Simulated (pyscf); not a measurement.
This saddle point was located with ωB97X-D3(BJ)/def2-SVP in PySCF.

```
Mo
O 1 1.6604
O 1 1.7512 2 110.39
H 3 1.2574 1 104.34 2 115.31
H 4 0.9935 3 161.87 1 -6.19
H 5 0.9937 4 91.62 3 6.86
O 6 1.2580 5 161.90 4 -6.70
Cl 1 2.2688 2 112.07 3 -127.70
```

Surface: singlet, charge 0. Lowest wavenumbers (cm⁻¹): 1901i, 155, 165, 255, 316.

Task: Which two sides does it connect, and which bonds change?

Result: O=Mo(=O)(OH)–Cl + H₂ ⇌ O=Mo(=O)(OH)–Cl + H₂, a concerted two-bond exchange read from left to right: H–O, H–H broken and H–O, H–H formed. At ωB97M-D3(BJ)/def2-TZVP it lies +33.6 kcal/mol from the left side and +33.6 kcal/mol from the right (each side as separated species at their lowest minima found). One saddle was located; it need not be the lowest between these sides. Elements past Kr carry the def2 core potentials, without spin-orbit coupling.
